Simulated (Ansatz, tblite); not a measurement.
**(H3Si)2CH2 (CH₈Si₂): one state, many levels**

Aim: run the singlet of (H3Si)2CH2 (CH₈Si₂) at one geometry on many levels, and compare frontier levels, spin and run time.

Program: Ansatz 0.2.0, Gaussian basis. Level of theory: as each input shows. These are calculated values, not measurements.

Plan: GFN1-xTB, GFN2-xTB, PBE-D4/def2-TZVP, r2SCAN-D4/def2-TZVP, LDA/def2-TZVP, revPBE-D4/def2-TZVP, LC-ωPBE/def2-TZVP, B97M-V/def2-TZVP, B3LYP-D4/def2-TZVP, PBE-QIDH/def2-TZVP, ωB97M-V/def2-TZVP, PBE-D4/def2-SVP, PBE0-D4/def2-SVP, HF/6-31G, B3LYP-D4/6-31G, PBE0-D4/def2-TZVPD, PBE-D4/def2-TZVPD, r2SCAN-D4/def2-TZVPD, CCSD(T)/def2-TZVPP, MP2/def2-TZVP, RPA/def2-TZVP.

**1. The geometry**

The geometry is that of the singlet, from an earlier relaxation (PBE-D4/def2-SVP).

11 atoms, charge 0, spin multiplicity 1.

Bond lengths: Si1–H2 1.506 Å, Si1–H3 1.506 Å, Si1–H4 1.506 Å, Si1–C5 1.893 Å, C5–Si6 1.893 Å, C5–H10 1.112 Å, C5–H11 1.112 Å, Si6–H7 1.506 Å, Si6–H8 1.506 Å, Si6–H9 1.506 Å. Angles: H2–Si1–H3 108.5°, H2–Si1–H4 108.5°, H2–Si1–C5 111.2°, H3–Si1–H4 108.4°, H3–Si1–C5 110.2°, H4–Si1–C5 110.1°, Si1–C5–Si6 114.6°, Si1–C5–H10 108.8°, Si1–C5–H11 108.7°, Si6–C5–H10 108.7°, Si6–C5–H11 108.8°, H10–C5–H11 107.0°, C5–Si6–H7 110.1°, C5–Si6–H8 110.2°, C5–Si6–H9 111.2°, H7–Si6–H8 108.4°, H7–Si6–H9 108.5°, H8–Si6–H9 108.5°.

Geometry (Å):

```xyz
11

Si   -0.93118   -1.26067    0.37334
H    -1.58739   -1.77312    1.62794
H     0.00145   -2.32318   -0.14478
H    -1.99931   -1.02199   -0.66058
C     0.02291    0.34090    0.70398
Si    0.91719    1.05097   -0.80622
H     1.93926    0.06774   -1.31170
H    -0.06758    1.32228   -1.91248
H     1.62035    2.33867   -0.46767
H     0.76998    0.15427    1.50564
H    -0.68568    1.10413    1.09255
```

PBE0-D4/def2-TZVP was run before; its log isn't repeated, and its numbers join the tables.

**2. GFN1-xTB**

Tight binding, by tblite at 300 K electronic temperature and without a spin-polarisation term:

```python
tblite.interface.Calculator('GFN1-xTB', numbers, positions, charge=0, uhf=0).singlepoint()
```

Energy -275.8330 eV, HOMO -11.98 eV, LUMO -5.75 eV; 0.008 s.

**3. GFN2-xTB**

Tight binding, by tblite at 300 K electronic temperature and without a spin-polarisation term:

```python
tblite.interface.Calculator('GFN2-xTB', numbers, positions, charge=0, uhf=0).singlepoint()
```

Energy -262.9061 eV, HOMO -10.74 eV, LUMO -5.14 eV; 0.004 s.

**4. PBE-D4/def2-TZVP**

start.molden holds the orbitals of an earlier run on this state, given as this run's starting guess.

in.yaml

```yaml
crystal:
  periodic: [false, false, false]
  atoms:
    - {symbol: Si, position_ang: [-0.931177, -1.260672, 0.373342]}
    - {symbol: H, position_ang: [-1.587389, -1.773117, 1.627937]}
    - {symbol: H, position_ang: [0.001455, -2.323176, -0.144777]}
    - {symbol: H, position_ang: [-1.999308, -1.021992, -0.660582]}
    - {symbol: C, position_ang: [0.022907, 0.340903, 0.703978]}
    - {symbol: Si, position_ang: [0.917192, 1.050967, -0.806224]}
    - {symbol: H, position_ang: [1.939256, 0.067744, -1.311701]}
    - {symbol: H, position_ang: [-0.067583, 1.322276, -1.912479]}
    - {symbol: H, position_ang: [1.620349, 2.338668, -0.467674]}
    - {symbol: H, position_ang: [0.769976, 0.154275, 1.505640]}
    - {symbol: H, position_ang: [-0.685678, 1.104134, 1.092550]}
basis:
  gaussian: {orbitals: def2-TZVP, initial_orbitals: start.molden}
hamiltonian: {xc: pbe, dispersion: d4}
scf: {omitted_lower_state_checks: [starts]}
output: {forces: true, orbitals: {seedname: orbitals}}
```

Launch:

```sh
$ ansatz run in.yaml --threads 4 --pin off --events-out ev --progress --plain --max-ram 3916MiB
```

Further steps of the session: r2SCAN-D4/def2-TZVP; LDA/def2-TZVP; revPBE-D4/def2-TZVP; LC-ωPBE/def2-TZVP; B97M-V/def2-TZVP; B3LYP-D4/def2-TZVP; PBE-QIDH/def2-TZVP; ωB97M-V/def2-TZVP; PBE-D4/def2-SVP; PBE0-D4/def2-SVP; HF/6-31G; B3LYP-D4/6-31G; PBE0-D4/def2-TZVPD; PBE-D4/def2-TZVPD; r2SCAN-D4/def2-TZVPD; CCSD(T)/def2-TZVPP; MP2/def2-TZVP; RPA/def2-TZVP.

**Question.** What will the summary of the whole plan be? Wanted: gap in def2-TZVP, named functionals, smallest and largest; correlation energy, CCSD(T)/def2-TZVPP; correlation energy, MP2/def2-TZVP; binding an atom, CCSD(T)/def2-TZVPP; PBE0 total energy, smallest basis above largest.

**Answer**, as computed:

```
                                                 quantity                              value
gap in def2-TZVP, named functionals, smallest and largest  6.80 eV (LDA), 13.75 eV (LC-ωPBE)
                   correlation energy, CCSD(T)/def2-TZVPP                          -14.05 eV
                        correlation energy, MP2/def2-TZVP                          -11.33 eV
                      binding an atom, CCSD(T)/def2-TZVPP                           3.239 eV
          PBE0 total energy, smallest basis above largest     6.71 eV (def2-SVP, def2-TZVPD)
```

What this shows: Over the named functionals in def2-TZVP the gap runs from 6.80 eV (LDA) to 13.75 eV (LC-ωPBE); exact exchange widens it. A small miss in a minimal or small basis is a cancelling of errors, not accuracy. The functionals in def2-TZVP miss CCSD(T)/def2-TZVPP by -0.006 (revPBE-D4) to +0.385 eV (LDA) an atom. CCSD(T)/def2-TZVPP isn't at the basis-set limit; small misses against it rank nothing.
